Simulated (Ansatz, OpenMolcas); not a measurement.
**BF (SMILES [B]F): methods side by side**

BF: 2 atoms, total charge 0, spin state singlet. SMILES: `[B]F`. Geometry: relaxed at GFN2-xTB.

| atom | x (Å) | y (Å) | z (Å) |
| --- | --- | --- | --- |
| B | 0.0000 | 0.0000 | 0.0000 |
| F | 0.0000 | 0.0000 | 1.2444 |

Quantity: the energy change with the B1–F2 bond stretched from 1.244 to 3.158 Å, in eV. The values are calculated.

```tsv
level	kind	program	value (eV)	less FCI/STO-3G	CPU time (all runs)
SVWN5/STO-3G (restricted)	LDA	Ansatz	9.89	+2.73	0.55 s
PBE/STO-3G (unrestricted)	GGA	OpenMolcas	8.84	+1.68	12 s
r2SCAN/STO-3G (restricted)	meta-GGA	Ansatz	9.82	+2.66	2.6 s
B3LYP/STO-3G (unrestricted)	global hybrid	OpenMolcas	8.44	+1.28	20 s
PBE0/STO-3G (restricted)	global hybrid	Ansatz	10.48	+3.32	0.74 s
wB97X/STO-3G (restricted)	range-separated hybrid	Ansatz	11.13	+3.97	3.1 s
B2PLYP/STO-3G (restricted)	double hybrid	Ansatz	9.15	+1.99	1 s
CASPT2(2,2)/STO-3G	multireference	OpenMolcas	7.36	+0.20	3.3 s
CCSDT/STO-3G (restricted)	coupled cluster or CI	Ansatz	7.17	+0.01	0.49 s
FCI/STO-3G	exact in the basis	Ansatz	7.16	0.00	0.32 s
```

FCI/STO-3G is exact within its basis and frozen core, so for wave-function methods in that basis the difference is their error; functionals converge differently with the basis, so for them it is only a difference. The first shape isn't each level's own minimum. The values span 7.16 to 11.13 eV. Spin contamination of the reference (⟨S²⟩ at least 0.1 too high) touches PBE/STO-3G, B3LYP/STO-3G. All rows use very small basis sets, so even the best lies far from the true value. Times are those of the runs behind each value, whatever else they computed, on shared processors of several kinds: orders of magnitude only.
